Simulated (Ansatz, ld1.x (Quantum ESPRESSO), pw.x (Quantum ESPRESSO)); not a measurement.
selenium (Se) (diamond): variants of one ultrasoft potential in the solid

ld1.x (Quantum ESPRESSO) 7.5 input, shortened:

```
&input
   title='Se', zed=34., rel=1, dft='PW', iswitch=3,
   config='[Ar] 3d10 4s2 4p4 4d-2'
 /
 &inputp
   pseudotype=3, tm=.true., lloc=-1, rcloc=1.70,
   nlcc=.false.,
   which_augfun='PSQ', rmatch_augfun_nc=.true.
 /
5
4S  1  0   2.00   0.00  1.40  1.60  0.0
4S  1  0   0.00  -0.90  1.40  1.60  0.0
4P  2  1   4.00   0.00  1.85  2.05  0.0
4P  2  1   0.00   2.30  1.85  2.05  0.0
4D  3  2  -2.00  -0.05  1.30  1.60  0.0
 &test
   configts(1)='4s2 4p4'
 /
```

Crystal test: diamond Se in pw.x 7.5, no spin, 8³ k-points, Fermi–Dirac smearing 0.01 Ry, cutoffs set for each file from its atomic test. The reference is all-electron LAPW (Ansatz 0.2.0) with the same functional, mesh and smearing; V0 and B0 come from Birch–Murnaghan fits to the pressures at five volumes. Errors are pseudo minus all-electron; Δ is the rms difference of the E(V) curves that follow from these fits, minima aligned, over ±6 % about the mean V0. Mesh and smearing are coarse, so the numbers serve the comparison and aren't converged zero-temperature values; the lattice is a test structure that the element need not adopt.

All-electron: a0 = 6.169 Å (V0 = 29.35 Å³/atom), B0 = 47.0 GPa.

2 further variants are left out: they gave no file fit for a test, a broken result, the same result as the base, or pressures whose basis-set error rivals the error shown.

| change | cutoffs (Ry) | pw.x | a0 (Å) | a0 error (%) | B0 error (%) | Δ (meV/atom) | mean pressure error (GPa) |
| --- | --- | --- | --- | --- | --- | --- | --- |
| base | 40/380 | converged | 6.164 | -0.09 | +0.1 | 0.9 | -0.13 |
| core correction a·sin(br)/r model core inside 1.18 bohr | 40/380 | converged | 6.168 | -0.03 | +0.3 | 0.2 | -0.04 |
| core correction a·sin(br)/r model core inside 1.86 bohr | 40/380 | converged | 6.167 | -0.05 | +0.2 | 0.4 | -0.06 |

**Question.** Give the row for: core correction a·sin(br)/r model core inside 1.50 bohr.

**Answer.** pw.x: converged; mean pressure error (GPa): -0.05; a0 (Å): 6.167; a0 error (%): -0.04; B0 error (%): +0.3; Δ (meV/atom): 0.3.
